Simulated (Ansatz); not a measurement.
This geometry of CH5NSi (8 atoms, charge 0, multiplicity 1) is a first-order saddle point.

Method: RKS PBE-D4/def2-SVPD in Ansatz.

```xyz
8
Properties=species:S:1:pos:R:3
C -0.612 0.259 -0.599
N -0.514 0.305 0.804
Si 0.681 -1.191 -0.251
H -1.599 -0.041 -0.985
H -0.108 1.057 -1.173
H 0.225 0.954 1.113
H 1.954 -0.333 -0.182
H 0.065 -1.066 1.218
```

(1) Which two structures does it join? (They come from a converged band through this point; their orientation in space is the band's.)

(2) How far does it lie above each of them?

Results:

(1) Bonds broken: Si3–H8. Bonds formed: N2–H8.

Initial state:

```xyz
8
Properties=species:S:1:pos:R:3
C -0.625 0.336 -0.624
N -0.334 0.590 0.820
Si 0.582 -0.802 0.218
H -1.672 0.051 -0.832
H -0.220 1.049 -1.367
H 0.107 1.487 1.039
H 2.029 -0.645 -0.126
H 0.226 -2.123 0.815
```

Final state:

```xyz
8
Properties=species:S:1:pos:R:3
C -0.448 0.098 -0.673
N -0.149 -0.062 0.782
Si 1.019 -1.170 -0.443
H -1.449 -0.291 -0.921
H -0.319 1.136 -1.016
H 0.249 0.755 1.249
H 2.063 -0.027 -0.392
H -0.873 -0.496 1.357
```

(2) 32.5 kcal/mol above the first and 27.8 kcal/mol above the second. This is the barrier of this one path; another mechanism may lie lower. The orbitals stay closed-shell, which can raise the energy where a bond breaks towards radicals; this wasn't checked here.

The run took 2.5 min on 2 threads of Intel(R) Xeon(R) Platinum 8259CL CPU @ 2.50GHz (Skylake/Cascade Lake) (shared host), peak memory 0.21 GiB.
